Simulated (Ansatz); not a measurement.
# C₂H₃Na (SMILES C=[CH][Na]): single points off equilibrium

Aim: energy, forces and dipole at a structure displaced at random from a GFN2-xTB minimum, from CCSD(T) and from density functionals.

Method: single points in def2-TZVPP; program: Ansatz 0.2.0, Gaussian basis.

Correlated methods freeze the cores. The outer core shell of Li, Na, Mg and K is correlated.

## (1) Where the work starts

SMILES `C=[CH][Na]`, 6 atoms, charge 0, spin multiplicity 1.

Atoms are counted from 1 here; the program's logs count them from 0.

Bond lengths: C1–C2 1.404 Å, C1–H4 1.043 Å, C1–H5 1.024 Å, C2–Na3 2.308 Å, C2–H6 1.107 Å. Angles: C2–C1–H4 125.2°, C2–C1–H5 122.0°, H4–C1–H5 112.7°, C1–C2–Na3 116.2°, C1–C2–H6 111.3°, Na3–C2–H6 132.5°.

As a file:

```mol
C2H3Na
  3D, bonds by distance, orders not assigned

  6  5  0  0  0  0  0  0  0  0999 V2000
   -0.6216    0.1179   -0.4279 C   0  0
    0.5077    0.1776    0.4046 C   0  0
    1.7908   -1.7368    0.5225 Na  0  0
   -0.9268   -0.7197   -0.9685 H   0  0
   -1.2311    0.9279   -0.5758 H   0  0
    0.6022    1.1709    0.8831 H   0  0
  1  2  8  0
  1  4  8  0
  1  5  8  0
  2  3  8  0
  2  6  8  0
M  END
```

## (2) CCSD(T)/def2-TZVPP

File run/in.yaml:

```yaml
crystal:
  periodic: [false, false, false]
  atoms:
    - {symbol: C, position_ang: [-0.621600, 0.117900, -0.427900]}
    - {symbol: C, position_ang: [0.507700, 0.177600, 0.404600]}
    - {symbol: Na, position_ang: [1.790800, -1.736800, 0.522500]}
    - {symbol: H, position_ang: [-0.926800, -0.719700, -0.968500]}
    - {symbol: H, position_ang: [-1.231100, 0.927900, -0.575800]}
    - {symbol: H, position_ang: [0.602200, 1.170900, 0.883100]}
basis:
  gaussian: {orbitals: def2-TZVPP}
correlation: {method: ccsd_t}
output: {forces: true}
```

No record of the launch command was kept for these runs.

## (3) PBE0-D4/def2-TZVPP

run/in.yaml, as its differences from that of step 2:

```diff
@@ -11,3 +11,3 @@
   gaussian: {orbitals: def2-TZVPP}
-correlation: {method: ccsd_t}
-output: {forces: true}
+hamiltonian: {xc: pbe0, dispersion: d4}
+output: {forces: true, orbitals: {seedname: orbitals}}
```

## (4) wB97M-V/def2-TZVPP

run/in.yaml, as its differences from that of step 3:

```diff
@@ -11,3 +11,3 @@
   gaussian: {orbitals: def2-TZVPP}
-hamiltonian: {xc: pbe0, dispersion: d4}
-output: {forces: true, orbitals: {seedname: orbitals}}
+hamiltonian: {xc: {name: wB97M-V}}
+output: {forces: true}
```

## (5) r2SCAN-D4/def2-TZVPP

run/in.yaml, as its differences from that of step 4:

```diff
@@ -11,3 +11,3 @@
   gaussian: {orbitals: def2-TZVPP}
-hamiltonian: {xc: {name: wB97M-V}}
+hamiltonian: {xc: r2scan, dispersion: d4}
 output: {forces: true}
```

## (6) PBE-D4/def2-TZVPP

run/in.yaml, as its differences from that of step 5:

```diff
@@ -11,3 +11,3 @@
   gaussian: {orbitals: def2-TZVPP}
-hamiltonian: {xc: r2scan, dispersion: d4}
+hamiltonian: {xc: pbe, dispersion: d4}
 output: {forces: true}
```

## (7) r2SCANh-D4/def2-TZVPP

run/in.yaml, as its differences from that of step 6:

```diff
@@ -11,3 +11,3 @@
   gaussian: {orbitals: def2-TZVPP}
-hamiltonian: {xc: pbe, dispersion: d4}
+hamiltonian: {xc: {name: r2SCANh}, dispersion: d4}
 output: {forces: true}
```

## (8) LC-wPBE/def2-TZVPP

run/in.yaml, as its differences from that of step 7:

```diff
@@ -11,3 +11,3 @@
   gaussian: {orbitals: def2-TZVPP}
-hamiltonian: {xc: {name: r2SCANh}, dispersion: d4}
+hamiltonian: {xc: {name: LC-wPBE}}
 output: {forces: true}
```

(Steps that only read results are left out.)

Q: Predict the outcome of this session. Wanted: energy less free atoms, CCSD(T)/def2-TZVPP; RMS force component; RMS force error; HOMO and LUMO, PBE0-D4; T1 diagnostic.

The runs gave:

| quantity | value |
| --- | --- |
| energy less free atoms, CCSD(T)/def2-TZVPP | -1975.9 kJ/mol |
| RMS force component | 1.349 to 1.660 eV/Å over the methods |
| RMS force error | PBE0-D4 0.284, wB97M-V 0.271, r2SCAN-D4 0.205, PBE-D4 0.212, r2SCANh-D4 0.240, LC-wPBE 0.379 eV/Å |
| HOMO and LUMO, PBE0-D4 | -5.01 and -1.39 eV |
| T1 diagnostic | 0.016 |

In words: Against CCSD(T) the functionals' energies less atoms differ by -96.2 to -26.9 kJ/mol, PBE-D4 by -96.2 kJ/mol. The reference is not at the basis limit: in triple zeta CCSD(T) underbinds, which counts against methods that bind more; the gaps are no ranking. For forces r2SCAN-D4 does best and LC-wPBE worst. Frozen-core CCSD(T) forces in triple zeta carry basis errors of their own, and this is one geometry, so small gaps rank nothing. The restricted Hartree–Fock reference is unstable towards an unrestricted one at one or more of these structures.
